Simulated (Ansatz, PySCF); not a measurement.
System: trichloroborane, BCl3, net charge 0, singlet state. 
Geometry from a B3LYP-D3(BJ)/def2-TZVP (Ansatz, a first-principles code) optimisation:
```xyz
4

B      0.0000     0.0000     0.0000
Cl     0.0051     1.7450    -0.0247
Cl     1.5085    -0.8773    -0.0189
Cl    -1.5136    -0.8677     0.0437
```
Charge 0, spin multiplicity 1.

Quantity: atomisation energy (electronic, to ground-state atoms), in eV. Cores are frozen in the correlated levels unless marked. Open shells are spin-unrestricted. No spin-orbit coupling. No relativistic terms. FCI takes restricted orbitals. The coupled-cluster limit lacks core correlation, which all-electron functionals hold. CBS marks a two-point X^-3 extrapolation of the correlation energy; Hartree-Fock from the larger set.

```tsv
level	program	atomisation energy (eV)
HF/def2-TZVPD	PySCF	10.60
```

**Question.** Predict the CCSD(T)/CBS(cc-pV(T+d)Z,cc-pV(Q+d)Z) result (Ansatz).

**Answer.** 14.04 eV, so HF/def2-TZVPD differs from it by -3.44 eV.
